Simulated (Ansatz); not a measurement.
## NH, triplet: vertical spin and charge gaps

Geometry (PBE0/def2-TZVP stationary point for this spin):

```xyz
2

N     0.0000    0.0000    0.0000
H     0.0000    0.0000    1.0397
```

Basis aug-cc-pVDZ; Ansatz 0.2.0. Correlated methods freeze the noble-gas cores. Prefix R: restricted or restricted open-shell reference; prefix U: unrestricted. Active spaces: valence = (6e, 5o) chosen from the atoms' valence shells.

Gaps are energies of the second state less the first, at fixed atoms, for a selection of the levels run; each method lands on the state that its own search finds for that charge and spin.

For open shells CISD is restricted-active-space CI with the open shells as a complete middle space. The determinant of the NH singlet fills πx and πy unequally, so it is a mixture of Σ and Δ, which weighs on every level built on one determinant.

**Question.** PBE gives 8.629 eV for quintet less triplet. Estimate what full CI gives in aug-cc-pVDZ.

**Answer.** Full CI in aug-cc-pVDZ gives 8.389 eV, so against it PBE is off by 0.240 eV.

```tsv
level	gap (eV)	error (meV)
RHF	7.319	-1070
UHF	7.442	-947
RMP2	8.314	-75
UMP2	8.310	-79
RCCSD(T)	8.386	-3
RCCSDT	8.386	-3
RCCSDT(Q)	8.388	-1
r2SCAN	8.468	79
wB97M-V	8.667	278
B2PLYP	8.694	305
```

**Question.** PBE gives 13.814 eV for removing an electron, to the quartet. Estimate what full CI gives in aug-cc-pVDZ.

**Answer.** Full CI in aug-cc-pVDZ gives 13.296 eV, so against it PBE is off by 0.518 eV.

```json
{"level": "UHF", "gap (eV)": "11.993", "error (meV)": "-1303"}
{"level": "CISD", "gap (eV)": "13.174", "error (meV)": "-122"}
{"level": "UCCSD", "gap (eV)": "13.253", "error (meV)": "-43"}
{"level": "UCCSD(T)", "gap (eV)": "13.287", "error (meV)": "-9"}
{"level": "RCCSDT(Q)", "gap (eV)": "13.295", "error (meV)": "-1"}
{"level": "UCCSDT(Q)", "gap (eV)": "13.295", "error (meV)": "-1"}
{"level": "MRCISD+Q (valence space)", "gap (eV)": "13.331", "error (meV)": "35"}
{"level": "wB97M-V", "gap (eV)": "13.728", "error (meV)": "432"}
{"level": "B2PLYP", "gap (eV)": "13.651", "error (meV)": "355"}
```

Removing an electron, to the doublet: 13.340 eV at full CI (triplet A2, doublet ion B1, in C2v).

```
                   level  gap (eV)  error (meV)
                     RHF    12.787         -553
                   RCCSD    13.324          -16
                RCCSD(T)    13.340            0
                 BCCD(T)    13.340            0
                  RCCSDT    13.339           -1
               RCCSDT(Q)    13.341            1
  NEVPT2 (valence space)    13.162         -178
  MRCISD (valence space)    13.274          -66
MRCISD+Q (valence space)    13.352           12
                 wB97M-V    13.496          156
```

Singlet less triplet: 1.745 eV at full CI (triplet A2, singlet A2, in C2v).

By full CI's occupations no single determinant describes the singlet well.

```tsv
level	gap (eV)	error (meV)
RHF	2.693	948
RMP2	2.401	656
CISD	2.255	510
RCCSD	2.114	369
RCCSD(T)	1.982	237
BCCD(T)	1.982	237
RCCSDT*	1.763	18
RCCSDT(Q)*	1.737	-8
CASSCF (valence space)	1.963	218
NEVPT2 (valence space)	1.786	41
MRCISD (valence space)	1.758	13
MRCISD+Q (valence space)	1.742	-3
```

An asterisk marks runs whose energy the program itself flagged as in doubt.

In so small a basis the reference is far from its limit while semilocal and hybrid functionals are nearer theirs (RPA and double hybrids share much of the reference's basis error), so the functionals' errors here hold much of the reference's basis and frozen-core error, which can add to them or hide them.

Full CI is exact within this basis and frozen core; it isn't the basis-set limit. The frozen core follows each run's orbitals, which can shift R against U totals by a few meV.
